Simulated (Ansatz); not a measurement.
Ansatz (a first-principles code) input (B3LYP-D3(BJ)/def2-TZVP):

Ansatz 0.2 input:
```yaml
crystal:
  periodic: [false, false, false]
  atoms:
    - {symbol: C, position_ang: [1.33588083, 0.17663357, 0.00811228]}
    - {symbol: C, position_ang: [0.05820264, 0.43851080, -0.00811815]}
    - {symbol: H, position_ang: [2.26699010, 0.71990471, 0.00550453]}
    - {symbol: H, position_ang: [-0.25405481, 1.48851309, -0.03147361]}
    - {symbol: C, position_ang: [-1.05503693, -0.57138509, 0.00208581]}
    - {symbol: H, position_ang: [-0.66476666, -1.58771845, 0.02545578]}
    - {symbol: H, position_ang: [-1.69884812, -0.42434069, 0.87312388]}
    - {symbol: H, position_ang: [-1.68359975, -0.45891440, -0.88509024]}
basis:
  gaussian:
    orbitals: def2-TZVP
hamiltonian:
  xc: b3lyp
  dispersion: d3bj
magnetization: {spin_polarized: true, initial_magnetization: 1}
phonons: {temperatures: {t_min: 298.15, t_max: 298.15, t_step: 100}}
```

Output:

```
Functional definition: B3LYP
integrals: 0.03 GiB planned
760 factors; their error is unknown
mean field: 0.45 GiB planned
mean field evaluation 1: about -3183.3243 eV, gradient 4.0e1 eV
mean field evaluation 2: about -3179.0055 eV, gradient 4.8e1 eV
mean field evaluation 4: about -3191.0156 eV, gradient 4.3e0 eV
mean field evaluation 8: about -3191.1055 eV, gradient 8.1e-2 eV
mean field evaluation 16: about -3191.0920 eV, gradient 4.0e-3 eV
mean field -3191.09196038 eV, -117.2704665443 hartree, gradient 4.1e-5 eV, S^2 0.759024; 0 other end points of the search recorded, 0 dependent functions left out
the calculation of the forces begins
reference -3191.09220081 eV, -117.2704753797 hartree; 12, 11 occupied and 111, 112 virtual orbitals, 760 factors
these checks for a lower state are left out or cut short: stability, starts, cluster_reference, orbital_swaps, neighbouring_geometries, increment
integrals: 0.03 GiB planned
760 factors; their error is unknown
mean field: 0.45 GiB planned
mean field -3191.09191188 eV, -117.2704647618 hartree, gradient 1.6e-6 eV, S^2 0.758995; 0 other end points of the search recorded, 0 dependent functions left out
the calculation of the forces begins
reference -3191.09215227 eV, -117.2704735959 hartree; 12, 11 occupied and 111, 112 virtual orbitals, 760 factors
these checks for a lower state are left out or cut short: stability, starts, cluster_reference, orbital_swaps, neighbouring_geometries, increment
integrals: 0.03 GiB planned
760 factors; their error is unknown
mean field: 0.45 GiB planned
mean field evaluation 32: about -3191.0919 eV, gradient 2.3e-4 eV
mean field -3191.09188578 eV, -117.2704638027 hartree, gradient 1.7e-6 eV, S^2 0.759052; 0 other end points of the search recorded, 0 dependent functions left out
the calculation of the forces begins
reference -3191.09212624 eV, -117.2704726395 hartree; 12, 11 occupied and 111, 112 virtual orbitals, 760 factors
these checks for a lower state are left out or cut short: stability, starts, cluster_reference, orbital_swaps, neighbouring_geometries, increment
integrals: 0.03 GiB planned
760 factors; their error is unknown
mean field: 0.45 GiB planned
mean field -3191.09184892 eV, -117.2704624480 hartree, gradient 1.7e-6 eV, S^2 0.759101; 0 other end points of the search recorded, 0 dependent functions left out
the calculation of the forces begins
reference -3191.09208930 eV, -117.2704712818 hartree; 12, 11 occupied and 111, 112 virtual orbitals, 760 factors
these checks for a lower state are left out or cut short: stability, starts, cluster_reference, orbital_swaps, neighbouring_geometries, increment
integrals: 0.03 GiB planned
760 factors; their error is unknown
mean field: 0.45 GiB planned
mean field -3191.09178461 eV, -117.2704600848 hartree, gradient 1.6e-6 eV, S^2 0.758948; 0 other end points of the search recorded, 0 dependent functions left out
the calculation of the forces begins
reference -3191.09202508 eV, -117.2704689219 hartree; 12, 11 occupied and 111, 112 virtual orbitals, 760 factors
these checks for a lower state are left out or cut short: stability, starts, cluster_reference, orbital_swaps, neighbouring_geometries, increment
integrals: 0.03 GiB planned
760 factors; their error is unknown
mean field: 0.45 GiB planned
mean field -3191.09181246 eV, -117.2704611083 hartree, gradient 1.7e-6 eV, S^2 0.759047; 0 other end points of the search recorded, 0 dependent functions left out
the calculation of the forces begins
reference -3191.09205279 eV, -117.2704699400 hartree; 12, 11 occupied and 111, 112 virtual orbitals, 760 factors
these checks for a lower state are left out or cut short: stability, starts, cluster_reference, orbital_swaps, neighbouring_geometries, increment
integrals: 0.03 GiB planned
[...]
reference -3191.09218660 eV, -117.2704748575 hartree; 12, 11 occupied and 111, 112 virtual orbitals, 760 factors
these checks for a lower state are left out or cut short: stability, starts, cluster_reference, orbital_swaps, neighbouring_geometries, increment
integrals: 0.03 GiB planned
760 factors; their error is unknown
mean field: 0.45 GiB planned
mean field -3191.09178841 eV, -117.2704602244 hartree, gradient 1.6e-6 eV, S^2 0.759025; 0 other end points of the search recorded, 0 dependent functions left out
the calculation of the forces begins
reference -3191.09202889 eV, -117.2704690618 hartree; 12, 11 occupied and 111, 112 virtual orbitals, 760 factors
these checks for a lower state are left out or cut short: stability, starts, cluster_reference, orbital_swaps, neighbouring_geometries, increment
integrals: 0.03 GiB planned
760 factors; their error is unknown
mean field: 0.45 GiB planned
mean field -3191.09180657 eV, -117.2704608919 hartree, gradient 1.6e-6 eV, S^2 0.759022; 0 other end points of the search recorded, 0 dependent functions left out
the calculation of the forces begins
reference -3191.09204694 eV, -117.2704697253 hartree; 12, 11 occupied and 111, 112 virtual orbitals, 760 factors
these checks for a lower state are left out or cut short: stability, starts, cluster_reference, orbital_swaps, neighbouring_geometries, increment
integrals: 0.03 GiB planned
760 factors; their error is unknown
mean field: 0.45 GiB planned
mean field evaluation 160: about -3191.0918 eV, gradient 2.3e-4 eV
mean field -3191.09179198 eV, -117.2704603555 hartree, gradient 1.6e-6 eV, S^2 0.759024; 0 other end points of the search recorded, 0 dependent functions left out
the calculation of the forces begins
reference -3191.09203245 eV, -117.2704691925 hartree; 12, 11 occupied and 111, 112 virtual orbitals, 760 factors
these checks for a lower state are left out or cut short: stability, starts, cluster_reference, orbital_swaps, neighbouring_geometries, increment
integrals: 0.03 GiB planned
760 factors; their error is unknown
mean field: 0.45 GiB planned
mean field -3191.09181574 eV, -117.2704612289 hartree, gradient 1.6e-6 eV, S^2 0.759023; 0 other end points of the search recorded, 0 dependent functions left out
the calculation of the forces begins
reference -3191.09205612 eV, -117.2704700627 hartree; 12, 11 occupied and 111, 112 virtual orbitals, 760 factors
these checks for a lower state are left out or cut short: stability, starts, cluster_reference, orbital_swaps, neighbouring_geometries, increment
integrals: 0.03 GiB planned
760 factors; their error is unknown
mean field: 0.45 GiB planned
mean field -3191.09185021 eV, -117.2704624953 hartree, gradient 1.6e-6 eV, S^2 0.759022; 0 other end points of the search recorded, 0 dependent functions left out
the calculation of the forces begins
reference -3191.09209060 eV, -117.2704713295 hartree; 12, 11 occupied and 111, 112 virtual orbitals, 760 factors
these checks for a lower state are left out or cut short: stability, starts, cluster_reference, orbital_swaps, neighbouring_geometries, increment
integrals: 0.03 GiB planned
760 factors; their error is unknown
mean field: 0.45 GiB planned
mean field -3191.09188632 eV, -117.2704638225 hartree, gradient 1.6e-6 eV, S^2 0.759025; 0 other end points of the search recorded, 0 dependent functions left out
the calculation of the forces begins
reference -3191.09212678 eV, -117.2704726591 hartree; 12, 11 occupied and 111, 112 virtual orbitals, 760 factors
these checks for a lower state are left out or cut short: stability, starts, cluster_reference, orbital_swaps, neighbouring_geometries, increment
integrals: 0.03 GiB planned
760 factors; their error is unknown
mean field: 0.45 GiB planned
mean field evaluation 192: about -3191.0919 eV, gradient 1.5e-6 eV
mean field -3191.09193251 eV, -117.2704655199 hartree, gradient 1.6e-6 eV, S^2 0.759023; 0 other end points of the search recorded, 0 dependent functions left out
the calculation of the forces begins
reference -3191.09217294 eV, -117.2704743555 hartree; 12, 11 occupied and 111, 112 virtual orbitals, 760 factors
these checks for a lower state are left out or cut short: stability, starts, cluster_reference, orbital_swaps, neighbouring_geometries, increment
integrals: 0.03 GiB planned
760 factors; their error is unknown
mean field: 0.45 GiB planned
mean field -3191.09194698 eV, -117.2704660517 hartree, gradient 1.6e-6 eV, S^2 0.759024; 0 other end points of the search recorded, 0 dependent functions left out
the calculation of the forces begins
reference -3191.09218740 eV, -117.2704748869 hartree; 12, 11 occupied and 111, 112 virtual orbitals, 760 factors
these checks for a lower state are left out or cut short: stability, starts, cluster_reference, orbital_swaps, neighbouring_geometries, increment
integrals: 0.03 GiB planned
760 factors; their error is unknown
mean field: 0.45 GiB planned
mean field -3191.09189796 eV, -117.2704642503 hartree, gradient 1.6e-6 eV, S^2 0.759022; 0 other end points of the search recorded, 0 dependent functions left out
the calculation of the forces begins
reference -3191.09213833 eV, -117.2704730838 hartree; 12, 11 occupied and 111, 112 virtual orbitals, 760 factors
these checks for a lower state are left out or cut short: stability, starts, cluster_reference, orbital_swaps, neighbouring_geometries, increment
integrals: 0.03 GiB planned
760 factors; their error is unknown
mean field: 0.45 GiB planned
mean field -3191.09193496 eV, -117.2704656099 hartree, gradient 1.6e-6 eV, S^2 0.759025; 0 other end points of the search recorded, 0 dependent functions left out
the calculation of the forces begins
reference -3191.09217543 eV, -117.2704744472 hartree; 12, 11 occupied and 111, 112 virtual orbitals, 760 factors
these checks for a lower state are left out or cut short: stability, starts, cluster_reference, orbital_swaps, neighbouring_geometries, increment
integrals: 0.03 GiB planned
760 factors; their error is unknown
mean field: 0.45 GiB planned
mean field -3191.09193797 eV, -117.2704657207 hartree, gradient 1.6e-6 eV, S^2 0.759023; 0 other end points of the search recorded, 0 dependent functions left out
the calculation of the forces begins
reference -3191.09217840 eV, -117.2704745561 hartree; 12, 11 occupied and 111, 112 virtual orbitals, 760 factors
these checks for a lower state are left out or cut short: stability, starts, cluster_reference, orbital_swaps, neighbouring_geometries, increment
integrals: 0.03 GiB planned
760 factors; their error is unknown
mean field: 0.45 GiB planned
mean field evaluation 224: about -3191.0917 eV, gradient 3.1e-1 eV
mean field -3191.09195023 eV, -117.2704661710 hartree, gradient 1.6e-6 eV, S^2 0.759025; 0 other end points of the search recorded, 0 dependent functions left out
the calculation of the forces begins
reference -3191.09219065 eV, -117.2704750064 hartree; 12, 11 occupied and 111, 112 virtual orbitals, 760 factors
these checks for a lower state are left out or cut short: stability, starts, cluster_reference, orbital_swaps, neighbouring_geometries, increment
integrals: 0.03 GiB planned
760 factors; their error is unknown
mean field: 0.45 GiB planned
mean field -3191.09189801 eV, -117.2704642521 hartree, gradient 1.6e-6 eV, S^2 0.759024; 0 other end points of the search recorded, 0 dependent functions left out
the calculation of the forces begins
reference -3191.09213849 eV, -117.2704730896 hartree; 12, 11 occupied and 111, 112 virtual orbitals, 760 factors
these checks for a lower state are left out or cut short: stability, starts, cluster_reference, orbital_swaps, neighbouring_geometries, increment
integrals: 0.03 GiB planned
760 factors; their error is unknown
mean field: 0.45 GiB planned
mean field -3191.09188403 eV, -117.2704637382 hartree, gradient 1.6e-6 eV, S^2 0.759023; 0 other end points of the search recorded, 0 dependent functions left out
the calculation of the forces begins
reference -3191.09212439 eV, -117.2704725715 hartree; 12, 11 occupied and 111, 112 virtual orbitals, 760 factors
Total energy: -3191.28188286 eV, -117.2774460667 hartree
Atom 0 at     1.335881     0.176634     0.008112 Å, force     0.000717     0.000034     0.000006 eV/Å
Atom 1 at     0.058203     0.438511    -0.008118 Å, force    -0.001142    -0.000269    -0.000005 eV/Å
Atom 2 at     2.266990     0.719905     0.005505 Å, force    -0.000048    -0.000074     0.000001 eV/Å
Atom 3 at    -0.254055     1.488513    -0.031474 Å, force    -0.000014     0.000106    -0.000002 eV/Å
Atom 4 at    -1.055037    -0.571385     0.002086 Å, force     0.000188    -0.000008     0.000002 eV/Å
Atom 5 at    -0.664767    -1.587718     0.025456 Å, force     0.000297    -0.000484     0.000012 eV/Å
Atom 6 at    -1.698848    -0.424341     0.873124 Å, force     0.000001     0.000347    -0.000012 eV/Å
Atom 7 at    -1.683600    -0.458914    -0.885090 Å, force     0.000001     0.000348    -0.000002 eV/Å
Dipole moment:    -0.117397     0.112791    -0.003236 e Å
Vibrations: 195.49 410.13 611.25 792.19 812.09 933.76 1065.33 1110.55 1274.39 1405.77 1483.57 1483.62 1686.71 3013.17 3027.62 3072.63 3119.70 3247.33 cm⁻¹, zero-point energy 1.781981 eV
```

It need not be the lowest isomer of its formula.
